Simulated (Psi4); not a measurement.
# A workflow on SiNH4 (SMILES [NH][SiH3])

We compute a structure relaxation (UM06-2X/def2-SVP), then vibrational wavenumbers, then the energy (UCCSD(T)/cc-pVDZ) of SiNH4. 

The results are computed with Psi4 1.11.

### 1 The structure to begin with

SiNH4 has 6 atoms, charge 0, and is taken as a doublet. As SMILES, `[NH][SiH3]`. The shape is that of a PBE0-D4/def2-TZVP optimisation. The run starts from this shape.

Bond lengths: N1–Si2 1.753 Å, N1–H3 1.023 Å, Si2–H4 1.491 Å, Si2–H5 1.491 Å, Si2–H6 1.481 Å. Angles: N1–Si2–H4 110.8°, N1–Si2–H5 109.1°, N1–Si2–H6 109.3°, Si2–N1–H3 111.9°, H4–Si2–H5 108.6°, H4–Si2–H6 109.5°, H5–Si2–H6 109.5°.

### 2 A structure relaxation at UM06-2X/def2-SVP (density fitting) (run 1)

h4nsi.xyz

```xyz
6
H4NSi
N      0.592100    -0.835200     0.909500
Si    -0.203700     0.347600    -0.110000
H      0.922800    -1.640700     0.372700
H     -1.310600    -0.282300    -0.885500
H      0.789500     0.911800    -1.068900
H     -0.748100     1.434800     0.736200
```

job.py

```python
import psi4

psi4.set_memory(1600000000)
psi4.set_num_threads(1)
psi4.core.set_output_file('output.dat', False)

with open('h4nsi.xyz') as f:
    atoms = ''.join(f.readlines()[2:])
mol = psi4.geometry('0 2\n' + atoms + '')

options = {'reference': 'uks', 'geom_maxiter': 60}
psi4.set_options(options)

energy_value = psi4.optimize('m06-2x/def2-SVP')
print(f'total energy {energy_value:.8f} hartree = {energy_value * 27.211386:.5f} eV')
print(mol.to_string(dtype='xyz', units='Angstrom'))
```

On the command line:

```bash
$ python job.py
```

output.dat:

```text
[...]
  Running in c1 symmetry.
[...]
  Nuclear repulsion =   56.674425113493072
[...]
  Multiplicity = 2
[...]
  Nalpha       = 13
  Nbeta        = 12
[...]
    Number of basis functions: 52
[...]
   @DF-UKS iter   1:  -346.24967508704503   -4.59630e-01   9.14910e-03 ADIIS/DIIS
[...]
   @DF-UKS iter  10:  -346.38997499683728   -5.68434e-12   5.37746e-09 DIIS
[...]
   @S^2 Observed:                7.535886810E-01
[...]
    Orbital Energies [Eh]
    ---------------------
    Alpha Occupied:
       1A    -67.023054     2A    -14.775369     3A     -5.564371
       4A     -3.876955     5A     -3.876414     6A     -3.876018
       7A     -0.928527     8A     -0.614006     9A     -0.498271
      10A     -0.442580    11A     -0.418325    12A     -0.362375
      13A     -0.361577
    Alpha Virtual:
      14A      0.060331    15A      0.110944    16A      0.115767
      17A      0.134448    18A      0.156178    19A      0.263592
      20A      0.347431    21A      0.354314    22A      0.444917
      23A      0.475443    24A      0.487493    25A      0.554652
[...]
  @DF-UKS Final Energy:  -346.38997499683728
   => Energetics <=
    Nuclear Repulsion Energy =             56.4200075592021619
    One-Electron Energy =                -589.5816937224699359
    Two-Electron Energy =                 200.6809525495586399
    DFT Exchange-Correlation Energy =     -13.9092413831281814
    Empirical Dispersion Energy =           0.0000000000000000
    VV10 Nonlocal Energy =                  0.0000000000000000
    Total Energy =                       -346.3899749968372817
[...]
 Multipole Moments:
 ------------------------------------------------------------------------------------
     Multipole            Electronic (a.u.)      Nuclear  (a.u.)        Total (a.u.)
 ------------------------------------------------------------------------------------
 L = 1.  Multiply by 2.5417464519 to convert [e a0] to [Debye]
 Dipole X            :          0.5050077           -0.5069034           -0.0018958
 Dipole Y            :         -0.7169801            0.5464955           -0.1704846
 Dipole Z            :          0.9780739           -1.5388158           -0.5607419
 Magnitude           :                                                    0.5860888
[...]
  -Total Gradient:
     Atom            X                  Y                   Z
    ------   -----------------  -----------------  -----------------
       1        0.000147433645    -0.000012637643     0.000072494688
       2       -0.000095833044    -0.000015884981    -0.000109169098
       3       -0.000034526990    -0.000016456602    -0.000023498897
       4        0.000013849019    -0.000005743480    -0.000005977939
       5        0.000006816066    -0.000028047947     0.000016315658
       6       -0.000004943986    -0.000040972023     0.000030707758
[...]
    Final optimized geometry and variables:
    Molecular point group: c1
    Full point group: C1
    Geometry (in Angstrom), charge = 0, multiplicity = 2:
    N            0.543244055677    -0.810109291822     0.723195659062
    SI          -0.252699663617     0.384890799750    -0.303179294101
    H            0.885665305184    -1.610513300756     0.176378590476
    H           -1.360014519228    -0.241956098193    -1.080205377680
    H            0.738489815267     0.947953640110    -1.264143504854
    H           -0.797295437222     1.476002592534     0.535804545983
[...]
```

Standard output:

```text
Some dependencies such as QCElemental have not yet finished migration to pydantic v2. If issues are encountered please downgrade pydantic or upgrade QCElemental as appropriate
Optimizer: Optimization complete!
total energy -346.38997500 hartree = -9425.75132 eV
6
0 2 H4NSi
N                     0.543244055677    -0.810109291822     0.723195659062
Si                   -0.252699663617     0.384890799750    -0.303179294101
H                     0.885665305184    -1.610513300756     0.176378590476
H                    -1.360014519228    -0.241956098193    -1.080205377680
H                     0.738489815267     0.947953640110    -1.264143504854
H                    -0.797295437222     1.476002592534     0.535804545983
```

It took 74 s on 1 thread of AMD EPYC 7R43 (Zen 3), shared host; peak memory 0.7 GiB.

Step by step:

| step | energy from the first frame kept (eV) | largest force (eV/Å) |
| --- | --- | --- |
| 0 | 0.0000 | 0.2519 |
| 1 | -0.0023 | 0.0498 |
| 2 | -0.0024 | 0.0202 |
| 3 | -0.0024 | 0.0079 |
| 4 | -0.0024 | 0.0085 |

After the run. Bond lengths: N1–Si2 1.765 Å, N1–H3 1.028 Å, Si2–H4 1.491 Å, Si2–H5 1.491 Å, Si2–H6 1.480 Å. Angles: N1–Si2–H4 110.7°, N1–Si2–H5 109.3°, N1–Si2–H6 109.6°, Si2–N1–H3 111.6°, H4–Si2–H5 108.5°, H4–Si2–H6 109.4°, H5–Si2–H6 109.4°.

### 3 The harmonic vibrations at UM06-2X/def2-SVP (density fitting) (run 2)

h4nsi.py

```python
import psi4

psi4.set_memory(1600000000)
psi4.set_num_threads(1)
psi4.core.set_output_file('output.dat', False)

mol = psi4.geometry("""
0 2
N
Si 1 1.764936
H 1 1.02806 2 111.59471
H 2 1.490924 1 110.69233 3 55.9354
H 2 1.490955 4 108.45875 1 119.91842
H 2 1.480204 4 109.3944 5 119.21265
""")

psi4.set_options(dict(basis='def2-SVP', reference='uks', t=298.15, rotational_symmetry_number=1))

E = psi4.frequency('m06-2x', molecule=mol)
print(f'total energy {E:.8f} hartree = {E * 27.211386:.5f} eV')
```

On the command line:

```bash
$ python h4nsi.py
```

output.dat (excerpt; [...] marks lines left out):

```text
[...]
  Running in c1 symmetry.
[...]
  Nuclear repulsion =   56.419997505056344
[...]
  Multiplicity = 2
[...]
  Nalpha       = 13
  Nbeta        = 12
[...]
    Number of basis functions: 52
[...]
   @DF-UKS iter   1:  -346.25524664654074   -4.77831e-01   8.95376e-03 DIIS/ADIIS
[...]
   @DF-UKS iter  14:  -346.38997444725595   -2.37037e-11   7.01817e-09 DIIS
[...]
   @S^2 Observed:                7.535897103E-01
[...]
  @DF-UKS Final Energy:  -346.38997444725595
   => Energetics <=
    Nuclear Repulsion Energy =             56.4200144332789506
    One-Electron Energy =                -589.5817061926287579
    Two-Electron Energy =                 200.6809597707386672
    DFT Exchange-Correlation Energy =     -13.9092424586448473
    Empirical Dispersion Energy =           0.0000000000000000
    VV10 Nonlocal Energy =                  0.0000000000000000
    Total Energy =                       -346.3899744472558950
[...]
 Multipole Moments:
[...]
  -Total Gradient:
     Atom            X                  Y                   Z
    ------   -----------------  -----------------  -----------------
       1        0.000093156632    -0.000102042761    -0.000113718078
       2       -0.000250071315    -0.000140622679     0.000088062072
       3       -0.000042785553     0.000020000408     0.000034897587
       4        0.000023457506     0.000027303501     0.000000531424
       5        0.000158025237     0.000092396730     0.000086812155
       6       -0.000006119244     0.000193605758    -0.000182154586
[...]
  ==> Harmonic Vibrational Analysis <==
[...]
  Freq [cm^-1]                 129.7225            564.9474            627.6143
[...]
  IR activ [km/mol]            105.6914            25.4988             70.9128
[...]
  Freq [cm^-1]                 777.1714            878.1399            931.7384
[...]
  IR activ [km/mol]            62.7025             42.7756             81.7394
[...]
  Freq [cm^-1]                 963.8796            981.6225           2238.3920
[...]
  IR activ [km/mol]            89.1391             154.7857            114.9754
[...]
  Freq [cm^-1]                2243.1690           2304.1965           3489.0439
[...]
  IR activ [km/mol]            66.5795             94.7273              6.8014
[...]
  Total E_0, Enthalpy at 0 [K]                                                         -346.35322898 [Eh]
[...]
  Total H, Enthalpy at  298.15 [K]                                                     -346.34817305 [Eh]
[...]
```

On the terminal:

```text
Warning: used thermodynamics relations inappropriate for low-frequency modes: ['129.7225' '564.9474']
total energy -346.38997500 hartree = -9425.75132 eV
```

Run time: 8.4 min. Hardware: 1 thread of AMD EPYC 7R43 (Zen 3), shared host; peak memory 0.69 GiB.

### 4 The energy at UCCSD(T)/cc-pVDZ (run 3)

h4nsi.inp

```
memory 1.6 GB

molecule molecule1 {
  0 2
  N
  Si 1 r2
  H 1 r3 2 a3
  H 2 r4 1 a4 3 d4
  H 2 r5 4 a5 1 d5
  H 2 r6 4 a6 5 d6

  r2 = 1.764936
  r3 = 1.02806
  a3 = 111.59471
  r4 = 1.490924
  a4 = 110.69233
  d4 = 55.9354
  r5 = 1.490955
  a5 = 108.45875
  d5 = 119.91842
  r6 = 1.480204
  a6 = 109.3944
  d6 = 119.21265
}

set {
  basis cc-pVDZ
  reference uhf
  scf_type pk
  freeze_core true
}

result, w = energy("ccsd(t)", return_wfn=True)
```

On the command line:

```bash
$ psi4 -i h4nsi.inp -o h4nsi.out -n 1
```

h4nsi.out:

```text
[...]
  Running in c1 symmetry.
[...]
  Nuclear repulsion =   56.419997505056344
[...]
  Multiplicity = 2
[...]
  Nalpha       = 13
  Nbeta        = 12
[...]
    Number of basis functions: 52
[...]
   @UHF iter   1:  -345.53812978885304   -7.62841e-01   7.06768e-03 DIIS/ADIIS
[...]
   @UHF iter  16:  -345.67127502767920   -1.22782e-11   8.75766e-09 DIIS
[...]
   @S^2 Observed:                7.582162882E-01
[...]
    Orbital Energies [Eh]
    ---------------------
    Alpha Occupied:
       1A    -68.797827     2A    -15.586247     3A     -6.145984
       4A     -4.252215     5A     -4.251957     6A     -4.251848
       7A     -1.146898     8A     -0.724399     9A     -0.594276
      10A     -0.546803    11A     -0.500786    12A     -0.458182
      13A     -0.449195
    Alpha Virtual:
      14A      0.144517    15A      0.197353    16A      0.200322
      17A      0.223508    18A      0.238877    19A      0.409284
      20A      0.413971    21A      0.491836    22A      0.525322
      23A      0.537762    24A      0.550021    25A      0.593354
[...]
  @UHF Final Energy:  -345.67127502767920
   => Energetics <=
    Nuclear Repulsion Energy =             56.4199975050563438
    One-Electron Energy =                -589.5107436628079540
    Two-Electron Energy =                 187.4194711300724236
    Total Energy =                       -345.6712750276791439
  UHF NO Occupations:
  HONO-2 :   11  A 1.9991885
  HONO-1 :   12  A 1.9976214
[...]
 Multipole Moments:
 ------------------------------------------------------------------------------------
     Multipole            Electronic (a.u.)      Nuclear  (a.u.)        Total (a.u.)
 ------------------------------------------------------------------------------------
 L = 1.  Multiply by 2.5417464519 to convert [e a0] to [Debye]
 Dipole X            :         -0.0302701            0.0195172           -0.0107528
 Dipole Y            :         -0.3022631            0.8322495            0.5299864
 Dipole Z            :         -1.3007125            1.4935003            0.1927878
 Magnitude           :                                                    0.5640641
[...]
      * MP2 total energy                      = -345.910546111181759
[...]
      * CCSD total energy                     = -345.950270202038780
[...]
      * CCSD(T) total energy                     = -345.956221302027870
[...]
```

It took 14 s on 1 thread of AMD EPYC 7R43 (Zen 3), shared host; peak memory 0.29 GiB.

### 5 Outcome

| quantity | value |
| --- | --- |
| run 1, UM06-2X/def2-SVP: total energy at the end | -346.38997 Eh |
| run 1, UM06-2X/def2-SVP: dipole moment | 1.49 D |
| run 1, UM06-2X/def2-SVP: HOMO energy (highest over α and β) | -9.11 eV |
| run 1, UM06-2X/def2-SVP: LUMO energy (lowest over α and β) | -1.88 eV |
| run 1, UM06-2X/def2-SVP: ⟨S²⟩ | 0.754 |
| run 2, UM06-2X/def2-SVP: lowest harmonic wavenumber | 130 cm⁻¹ |
| run 2, UM06-2X/def2-SVP: highest harmonic wavenumber | 3489 cm⁻¹ |
| run 2, UM06-2X/def2-SVP: zero-point energy | 96.5 kJ/mol |
| run 2, UM06-2X/def2-SVP: ideal-gas entropy at 298.15 K (symmetry number 1 as used) | 64.1 cal/(mol K) |
| run 3, UCCSD(T)/cc-pVDZ: total energy | -345.95622 Eh |
| run 3, UCCSD(T)/cc-pVDZ: HOMO energy (Hartree–Fock orbitals) (highest over α and β) | -11.34 eV |
| run 3, UCCSD(T)/cc-pVDZ: LUMO energy (Hartree–Fock orbitals) (lowest over α and β) | 2.26 eV |
| run 3, UCCSD(T)/cc-pVDZ: correlation energy (6 core orbitals frozen) | -284.9 mEh |
| run 3, UCCSD(T)/cc-pVDZ: (T) correction | -5.95 mEh |
| run 3, UCCSD(T)/cc-pVDZ: ⟨S²⟩ of the reference determinant | 0.758 |
| run 3, UCCSD(T)/cc-pVDZ: T1 diagnostic | 0.020 |

The optimisation (run 1, UM06-2X/def2-SVP) took 5 steps and changed the energy by -0.002 eV. All 12 modes (run 2, UM06-2X/def2-SVP) are real, so the shape is a minimum at this level. The triples (run 3, UCCSD(T)/cc-pVDZ) make up 2.1 % of the correlation energy.
